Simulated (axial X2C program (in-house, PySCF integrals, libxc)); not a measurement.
**Nuclear properties of AlF⁺**

Computed with an in-house all-electron X2C program for linear molecules (integrals from PySCF): two-component X2C with atomic mean-field Coulomb and Gaunt terms, Gaussian nuclei, basis Al dyall-v3z, F dyall-av3z with contracted cores.

R = 1.612 Å (near the PBE0 minimum at charge 1 of the determinant lowest at the starting distance; the state shown can have its own minimum elsewhere).

Determinant lowest in the PBE0 search, Ω = 1/2 (⟨Sz⟩ = 0.50, ⟨Lz⟩ = 0.00 at PBE0), spin on the atoms Al 0.45, F 0.05:

```json
{"level": "PBE0", "Eeff magnitude (GV/cm)": "0.212", "Ws magnitude Al (kHz)": "0.151", "A∥/gI Al (MHz)": "1860", "qzz Al (a.u.)": "-1.14", "A∥/gI F (MHz)": "97.2", "qzz F (a.u.)": "0.81"}
{"level": "HF", "Eeff magnitude (GV/cm)": "0.217", "Ws magnitude Al (kHz)": "0.155", "A∥/gI Al (MHz)": "1920", "qzz Al (a.u.)": "-1.32", "A∥/gI F (MHz)": "93.3", "qzz F (a.u.)": "0.67"}
{"level": "BP86", "Eeff magnitude (GV/cm)": "0.207", "Ws magnitude Al (kHz)": "0.148", "A∥/gI Al (MHz)": "1850", "qzz Al (a.u.)": "-1.05", "A∥/gI F (MHz)": "97.8", "qzz F (a.u.)": "0.82"}
{"level": "LDA", "Eeff magnitude (GV/cm)": "0.202", "Ws magnitude Al (kHz)": "0.145", "A∥/gI Al (MHz)": "1910", "qzz Al (a.u.)": "-1.04", "A∥/gI F (MHz)": "99.5", "qzz F (a.u.)": "0.81"}
{"level": "BHandHLYP", "Eeff magnitude (GV/cm)": "0.225", "Ws magnitude Al (kHz)": "0.16", "A∥/gI Al (MHz)": "1980", "qzz Al (a.u.)": "-1.20", "A∥/gI F (MHz)": "104", "qzz F (a.u.)": "0.78"}
```

Eeff is the effective electric field on the electron electric dipole moment in this Ω state and Ws the scalar–pseudoscalar constant of the nucleus named (defined with the proton number Z and per Ω); A∥ (defined per Ω) follows by multiplying with gI = μI/(I μN); qzz is the electric field gradient, eQq0 = 234.96 MHz × Q/barn × qzz. The operators were transformed with the bare-nucleus X2C matrices; with these basis sets, hyperfine constants and field gradients can be off by tens of per cent, and where levels differ in sign neither size nor sign is settled.

With gI(27Al) = 1.4566, Q(27Al) = 0.1466 barn, gI(19F) = 5.2577 (g factors from the IAEA table of nuclear moments by Stone; Q from Pyykkö, Mol. Phys. 2018), turn the PBE0 values of the first state into constants in MHz.

A∥(27Al) = 1860 × 1.4566 = 2710 MHz; eQq0(27Al) = 234.96 × (0.1466) × (-1.14) = -39.3 MHz; A∥(19F) = 97.2 × 5.2577 = 511 MHz.

Each state is one determinant with collinear spin. Unrestricted Hartree–Fock can overshoot spin polarisation at the nuclei. The search compared states at one distance, so a state with another bond length can lie lower.
